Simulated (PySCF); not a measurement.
Gas-phase reaction: AlH2Cl + AlCl = AlH + AlHCl2

Computed with PySCF and rigid-rotor harmonic-oscillator thermochemistry at 1 bar. † marks an energy on the PBE0/def2-TZVP geometry and frequencies; other levels use their own. All species are closed-shell singlets. AlH2Cl, AlHCl2: computed as isolated molecules; such fragments, hydroxides, amides, oligomers or adducts are transient or little studied in the gas.

PBE0/def2-SVP† gives ΔH°(298 K) = 62 kJ.

**Question.** What do PBE0/def2-TZVP, r2SCAN/def2-TZVP†, BLYP/def2-TZVP† give?

**Answer.** PBE0/def2-TZVP: 64 kJ; r2SCAN/def2-TZVP†: 63 kJ; BLYP/def2-TZVP†: 68 kJ. For scale, ΔH°(298 K) is 62 kJ at this level, 65 kJ at ωB97M-V/def2-TZVP†, and runs from 56 to 72 kJ over the 20 levels computed.
